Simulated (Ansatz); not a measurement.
Volume per atom (Å³/atom) of solids drawn from the class of elemental solids other than molecular ones, at two levels: PBE (Ansatz, a first-principles code, plane waves, PAW), and r²SCAN+rVV10 (PAW; Ansatz).

| solid | PBE | r²SCAN+rVV10 | shift (%) |
|---|---|---|---|
| hcp Os | 14.28 | 13.92 | -2.5 |
| hcp Co | 10.86 | 10.53 | -3.0 |
| white tin (β-Sn) | 28.41 | 27.13 | -4.5 |
| hcp Sc | 24.65 | 24.76 | +0.4 |
| α-phase Ga | 20.29 | 18.94 | -6.7 |
| hcp Ti | 17.39 | 17.17 | -1.3 |
| body-centred tetragonal In | 27.47 | 25.67 | -6.6 |
| hcp Hf | 22.53 | 22.09 | -2.0 |
| hcp Re | 14.95 | 14.59 | -2.4 |

The shifts run from -6.7 % to +0.4 %, with a median of -2.5 %.

Of 9 rows, r²SCAN+rVV10 is the larger in 1 and the smaller in 8.

Ansatz's runs of these crystals have no spin polarisation, but for hcp Co. Meta-GGAs and exact exchange favour moments, which can bear on hcp Co, hcp Sc, hcp Ti.

Density-functional runs with spin start from parallel moments for hcp Co.

Spin–orbit coupling is left out, also for the solids with elements from indium on (hcp Os, white tin (β-Sn), body-centred tetragonal In, hcp Hf, hcp Re); its size isn't shown.

Ansatz's density-functional and Hartree–Fock values are scalar-relativistic unless marked +SOC, with PAW data made under PBE.
